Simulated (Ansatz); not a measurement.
# AlH₃F (doublet): wave-function methods side by side at distance Al1–H4 along a hydrogen transfer = 2.300 Å, cc-pVDZ

An exercise on one series of results from a longer session: the logs are not shown, and one member is left open.

The runs use Ansatz 0.2.0, Gaussian basis; cc-pVDZ, core rule «outside noble gas», up to 6 orbitals frozen.

To be run: UHF; CCSD(T) on ROHF; CCSD(T) on UHF; BCCD(T) on ROHF; CISD; CCSDT(Q) on ROHF; CCSDT(Q) on UHF; CASSCF and MRCISD+Q, 3 electrons in 3 orbitals; CASSCF and NEVPT2, 3 electrons in 3 orbitals.

17 further runs of the same task are left out: 9 for a known fault of the program, 1 for a mislabelled method, 7 that didn't finish.

## What is computed

The geometry derives from fragments relaxed apart (PBE0/def2-TZVP) and kept rigid, so it is no stationary point. A hydrogen atom is moved between rigid fragments.

5 atoms, charge 0, spin multiplicity 2.

Atoms are counted from 1 here; the program's logs count them from 0.

Bond lengths: Al1–H2 1.586 Å, Al1–H3 1.586 Å, H4–F5 0.900 Å. Angles: H2–Al1–H3 120.0°.

Coordinates:

```
Al   -1.25531    0.00000    0.00000
H    -2.04823    1.37338    0.00000
H    -2.04823   -1.37338    0.00000
H     1.04469    0.00000    0.00000
F     1.94469    0.00000    0.00000
```

Set-up of the first run:

File in.yaml:

```yaml
crystal:
  periodic: [false, false, false]
  atoms:
    - {symbol: Al, position_ang: [-1.255306, 0.000000, 0.000000]}
    - {symbol: H, position_ang: [-2.048230, 1.373384, 0.000000]}
    - {symbol: H, position_ang: [-2.048230, -1.373384, 0.000000]}
    - {symbol: H, position_ang: [1.044694, 0.000000, 0.000000]}
    - {symbol: F, position_ang: [1.944694, 0.000000, 0.000000]}
basis:
  gaussian: {orbitals: cc-pVDZ}
magnetization: {spin_polarized: true, initial_magnetization: 1}
hamiltonian: {xc: hf}
output: {orbitals: {seedname: orbitals}}
```

On the command line:

```bash
$ ansatz run in.yaml --threads 1 --pin off --events-out ev --progress --plain --max-ram 2393MiB
```

Among the steps run: UHF; CCSD(T) on ROHF; CCSD(T) on UHF; BCCD(T) on ROHF; CISD; CCSDT(Q) on ROHF; CCSDT(Q) on UHF; CASSCF and MRCISD+Q, 3 electrons in 3 orbitals; CASSCF and NEVPT2, 3 electrons in 3 orbitals.

One of the session's tables, all rows but one given; the rest of the session is left out.

```
     method  from UCCSDT(Q) (kJ/mol)
       ROHF                        ?
        UHF                   +757.4
       RMP2                    +75.2
       UMP2                    +74.8
       CISD                    +62.6
      RCCSD                    +11.4
      UCCSD                    +11.3
   RCCSD(T)                     +2.6
   UCCSD(T)                     +2.6
    BCCD(T)                     +2.5
     RCCSDT                     +1.1
     UCCSDT                     +1.1
  RCCSDT(Q)                      0.0
  UCCSDT(Q)                        0
CASSCF pair                   +704.2
NEVPT2 pair                    +74.3
```

**Question.** Estimate the row for ROHF.

The run gave: from UCCSDT(Q) (kJ/mol): +760.5. In the column «from UCCSDT(Q) (kJ/mol)» it is the highest.

Not comparable, so not listed: CASSCF and MRCISD+Q, 3 electrons in 3 orbitals (they don't share determinant, frozen orbitals or solution with the rows shown, or repeat one).

To keep in mind: Restricted and unrestricted rows rest on different reference determinants; where their highest levels disagree by more than a few hundredths of an eV, they describe different states and don't form one ladder. Warnings in the runs' records: passed over end.
